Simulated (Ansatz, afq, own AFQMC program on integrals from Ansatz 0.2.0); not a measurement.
**Where AFQMC and coupled cluster stand for AlBH, doublet**

```xyz
3

B     0.0000   -0.3653    1.4659
Al    0.0000    0.1897   -0.5352
H     0.0000   -1.1607   -1.3956
```

Connectivity, by distances: B–AlH.

Basis 6-31G. Noble-gas cores (and the filled d shells of Ga–Kr and In–Xe) are frozen. AFQMC by an in-house program on the Cholesky factors that Ansatz 0.2.0 writes for its CCSD(T) run. The CISD trial takes its coefficients from CCSD amplitudes. Released means that phaseless walkers are propagated on without the constraint, phases kept. ± is one standard error of the sampling.

Determinant: UHF, the one that the program's search chose, which needn't be the lowest solution. The geometry is a point of a scan.

Full CI on the same integrals is exact in this basis and with this determinant's frozen core.

Cautions: strong correlation (T1 0.077, weight of the determinant 0.80, largest double 0.09); unrestricted determinant spin contaminated (⟨S²⟩ 1.64 against 0.75); the released energies are still falling, so no released level is given (meV from the phaseless value at times in 1/Eh: -1 ± 3 at 0.24, -7 ± 3 at 0.51, -15 ± 3 at 0.99, -20 ± 3 at 1.62, -26 ± 3 at 2.40).

The T1 diagnostic is 0.0774 and the weight of the determinant in the CISD state is 0.798. The ⟨S²⟩ of the determinant is 1.645 and the size of the correlated space is 7 electrons in 18 orbitals.

Reference: full CI, correlation energy -2.301 eV. The cautions show a poor starting determinant, so the rows tell how each method copes with it here, and full CI is the sure value.

```
        level  E − E(reference) (meV)  share of correlation (%)
           HF                  2300.8                      0.00
          MP2                  1026.1                     55.40
         CCSD                   209.0                     90.92
      CCSD(T)                   119.2                     94.82
        CCSDT                    20.0                     99.13
     CCSDT(Q)                     3.2                     99.86
       CCSDTQ                     1.4                     99.94
ph-AFQMC/CISD              34.0 ± 4.3                     98.52
```

CCSDT and higher add their correlation energy to the determinant of the CCSD(T) run, since their own runs factorise the integrals more tightly (a shift of under 2 meV). A walk keeps the symmetry of its determinant, which the program's search chose and which needn't be the lowest solution, so a lower state of the same spin and another symmetry isn't excluded.
